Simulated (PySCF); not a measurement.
A PySCF script (with the pyscf-properties extension) for the NMR shieldings of SMILES [SiH4], H4Si, on a PBE0-D3(BJ)/def2-SVP geometry:

```python
import basis_set_exchange as bse
import numpy as np
from pyscf import gto, dft
from pyscf.prop import nmr

atoms = """
Si    0.018604   -0.020708   -0.019400
H    -0.175386    1.206957   -0.846261
H    -0.729147    0.120879    1.264884
H     1.472272   -0.202666    0.267685
H    -0.494253   -1.209232   -0.763398
"""
names = dict.fromkeys(["Si", "H"], "pcSseg-1")
basis = {el: gto.basis.parse(bse.get_basis(n, elements=[el], fmt="nwchem")) for el, n in names.items()}
mol = gto.M(atom=atoms, basis=basis, charge=0, verbose=0)
mf = dft.RKS(mol, xc="PBE0")
mf.grids.level = 2
mf.grids.alignment = dft.numint.BLKSIZE   # the property module wants whole blocks of grid points
mf.conv_tol = 1e-9
mf.kernel()

calc = nmr.RKS(mf)   # GIAO
C = mf.mo_coeff
Co = C[:, mf.mo_occ > 0]
resp = mf.gen_response(singlet=True, hermi=2)
def vind(x):   # induced exchange potential for any number of trial vectors
    d = np.einsum("pi,xij,qj->xpq", C, 2 * x.reshape(-1, C.shape[1], Co.shape[1]), Co, optimize=True)
    return np.einsum("xpq,pi,qj->xij", resp(d - d.transpose(0, 2, 1)), C, Co, optimize=True).ravel()
mo1, _ = nmr.rhf.solve_mo1(calc, with_cphf=vind)
sigma = calc.kernel(mo1)
for i, s in enumerate(sigma):   # ppm
    w = np.linalg.eigvalsh((s + s.T) / 2)
    print("%2d %-2s iso %8.1f  s11 %8.1f  s22 %8.1f  s33 %8.1f" % (i, mol.atom_pure_symbol(i), w.mean(), *w))
```

Q: What are the results?

A: 
```
 0 Si iso    455.0  s11    454.8  s22    455.0  s33    455.2
 1 H  iso     27.7  s11     25.4  s22     25.4  s33     32.3
 2 H  iso     27.7  s11     25.4  s22     25.4  s33     32.3
 3 H  iso     27.7  s11     25.4  s22     25.4  s33     32.3
 4 H  iso     27.7  s11     25.4  s22     25.4  s33     32.3
```

These numbers come from an equivalent density-fitted implementation of the same equations, which agrees with the script to about 0.01 ppm for H and up to a few tenths of a ppm for heavy atoms, so last digits may differ.

Q: Turn these shieldings into chemical shifts. Scale: TMS for ²⁹Si (σref 351.99), ¹H (σref 31.27) (reference shieldings calculated alike).

A: Averaging equivalent atoms: Si 0: -103.0; H 1/2/3/4: 3.55 ppm. 

Size and cost of the density-fitted run: 44 basis functions, 0.99 s wall time on 1 thread of an Intel Xeon 6975P-C, shared host; peak memory 0.26 GiB.
